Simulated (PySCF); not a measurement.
**BS with other numerical set-ups**

Which parts of the numerical set-up matter for BS? Each run edits the base script.

Program: PySCF 2.14.0. Level of theory: method and basis as typed in the scripts. These are calculated values, not measurements.

2 further runs of the same task are left out: 2 that didn't finish.

### 1 The system as given

BS: 2 atoms, charge 0, spin multiplicity 2.

Bond lengths: B1–S2 1.701 Å.

### 2 Base script

Input file input.py:

```python
from pyscf import gto, scf

mol = gto.M(
    atom='B 0 0 0; S 0 0 1.701',
    basis='def2-svpd',
    charge=0,
    spin=1,
    verbose=3,
)
mf = scf.UHF(mol)
mf.kernel()
mf.nuc_grad_method().kernel()
mf.dip_moment()
print('orbital energies (hartree):', [e[max(0, n-3):n+3].round(4) for e, n in zip(mf.mo_energy, mol.nelec)])
```

The run is started by

```
$ OMP_NUM_THREADS=1 python input.py
```

Its log is not repeated here.

It gives: E(SCF) = -422.019367 Eh, ⟨S²⟩ = 0.885, μ = 1.74 D, gradient on the second atom 0.0705 Eh/bohr.

The bond length is a typed value, not an optimised one.

### 3 Cartesian functions on

Variant 1 changes Cartesian functions: off → on.

input.py, as its differences from that of step 2:

```diff
@@ -7,2 +7,3 @@
     spin=1,
+    cart=True,
     verbose=3,
```

The run is started by

```
$ OMP_NUM_THREADS=1 python input.py
```

What it wrote:

```text
WARN: HOMO -0.190575602421417 >= LUMO -0.190575602421417

converged SCF energy = -422.027281930458  <S^2> = 0.88478716  2S+1 = 2.1305278
--------------- UHF gradients ---------------
         x                y                z
0 B     0.0000000000     0.0000000000    -0.0705144183
1 S    -0.0000000000    -0.0000000000     0.0705144183
----------------------------------------------
Dipole moment(X, Y, Z, Debye): -0.00000,  0.00000, -1.72089
orbital energies (hartree): [array([-0.4662, -0.3919, -0.3919,  0.0413,  0.0413,  0.0578]), array([-0.5369, -0.4134, -0.4134, -0.0106,  0.0868,  0.0892])]
```

Wall time 2.2 s (1 thread of Arm Neoverse N1, shared host).

Outcome: E(SCF) = -422.027282 Eh (-0.2154 eV from the base), ⟨S²⟩ = 0.885, μ = 1.72 D, gradient on the second atom 0.0705 Eh/bohr.

### 4 6-311g**

Variant 2 changes basis set: def2-svpd → 6-311g**.

input.py, as its differences from that of step 2:

```diff
@@ -4,3 +4,3 @@
     atom='B 0 0 0; S 0 0 1.701',
-    basis='def2-svpd',
+    basis='6-311g**',
     charge=0,
```

The run is started by

```
$ OMP_NUM_THREADS=1 python input.py
```

What it wrote:

```text
WARN: HOMO -0.190164855969749 >= LUMO -0.190164855969749

converged SCF energy = -422.168103729244  <S^2> = 0.87289506  2S+1 = 2.1193349
--------------- UHF gradients ---------------
         x                y                z
0 B    -0.0000000000    -0.0000000000    -0.0717285258
1 S     0.0000000000     0.0000000000     0.0717285258
----------------------------------------------
Dipole moment(X, Y, Z, Debye): -0.00000, -0.00000, -1.83528
orbital energies (hartree): [array([-0.4652, -0.3918, -0.3918,  0.0444,  0.0444,  0.1855]), array([-0.5378, -0.4128, -0.4128,  0.005 ,  0.103 ,  0.103 ])]
```

Wall time 2.1 s (1 thread of Arm Neoverse N1, shared host).

Outcome: E(SCF) = -422.168104 Eh (-4.0473 eV from the base), ⟨S²⟩ = 0.873, μ = 1.84 D, gradient on the second atom 0.0717 Eh/bohr.

### 5 X2c-svpall (X2C on)

Variant 3 changes basis set: def2-svpd → x2c-svpall; spin-free X2C: off → on.

input.py, as its differences from that of step 2:

```diff
@@ -4,3 +4,3 @@
     atom='B 0 0 0; S 0 0 1.701',
-    basis='def2-svpd',
+    basis='x2c-svpall',
     charge=0,
@@ -10,2 +10,3 @@
 mf = scf.UHF(mol)
+mf = mf.sfx2c1e()
 mf.kernel()
```

The run is started by

```
$ OMP_NUM_THREADS=1 python input.py
```

What it wrote:

```text
WARN: HOMO -0.188979454730236 >= LUMO -0.188979454730236

converged SCF energy = -423.089380407159  <S^2> = 0.90099124  2S+1 = 2.1456852
--------------- sfX2C1eUHF gradients ---------------
         x                y                z
0 B    -0.0000000000     0.0000000000    -0.0741672990
1 S     0.0000000000    -0.0000000000     0.0741672990
----------------------------------------------
Dipole moment(X, Y, Z, Debye): -0.00000, -0.00000, -1.57146
orbital energies (hartree): [array([-0.4601, -0.3867, -0.3867,  0.0551,  0.0551,  0.2406]), array([-0.5314, -0.4112, -0.4112,  0.0093,  0.1116,  0.1116])]
```

It took 1.9 s on 1 thread of Arm Neoverse N1, shared host.

Result: E(SCF) = -423.089380 Eh, ⟨S²⟩ = 0.901, μ = 1.57 D, gradient on the second atom 0.0742 Eh/bohr.

### 6 6-311++g**

Variant 4 changes basis set: def2-svpd → 6-311++g**.

input.py, as its differences from that of step 2:

```diff
@@ -4,3 +4,3 @@
     atom='B 0 0 0; S 0 0 1.701',
-    basis='def2-svpd',
+    basis='6-311++g**',
     charge=0,
```

The run is started by

```
$ OMP_NUM_THREADS=1 python input.py
```

What it wrote:

```text
WARN: HOMO -0.191132654307476 >= LUMO -0.191132654307476

converged SCF energy = -422.169655800203  <S^2> = 0.87406137  2S+1 = 2.1204352
--------------- UHF gradients ---------------
         x                y                z
0 B     0.0000000000     0.0000000000    -0.0712743746
1 S    -0.0000000000    -0.0000000000     0.0712743746
----------------------------------------------
Dipole moment(X, Y, Z, Debye): -0.00000,  0.00000, -1.83245
orbital energies (hartree): [array([-0.4644, -0.3909, -0.3909,  0.0341,  0.0341,  0.0553]), array([-0.5371, -0.4121, -0.4121, -0.0123,  0.0614,  0.0614])]
```

Wall time 2.5 s (1 thread of Arm Neoverse N1, shared host).

This run: E(SCF) = -422.169656 Eh (-4.0896 eV from the base), ⟨S²⟩ = 0.874, μ = 1.83 D, gradient on the second atom 0.0713 Eh/bohr.

### 7 Side by side

```tsv
run	E(SCF) (hartree)	from base (eV)	gap, α spin (eV)	SCF dipole (D)	functions
base	-422.019367	0	11.79	1.74	47
Cartesian functions on	-422.027282	-0.2154	11.79	1.72	n/a
6-311g**	-422.168104	-4.0473	11.87	1.84	44
x2c-svpall (X2C on)	-423.089380	not comparable	12.02	1.57	32
6-311++g**	-422.169656	-4.0896	11.56	1.83	52
```

Wall time on 1 thread of Arm Neoverse N1, shared host, start-up included: base 2.2 s; Cartesian functions on 2.2 s; 6-311g** 2.1 s; x2c-svpall (X2C on) 1.9 s; 6-311++g** 2.5 s.

The largest comparable shift of the SCF energy, -4.090 eV, comes with the run “6-311++g**”. 6-311g** (44 functions) gives an energy 4.05 eV lower than def2-svpd (47); size alone doesn't order basis sets of different families. 6-311++g** (52 functions) gives an energy 4.09 eV lower than def2-svpd (47).
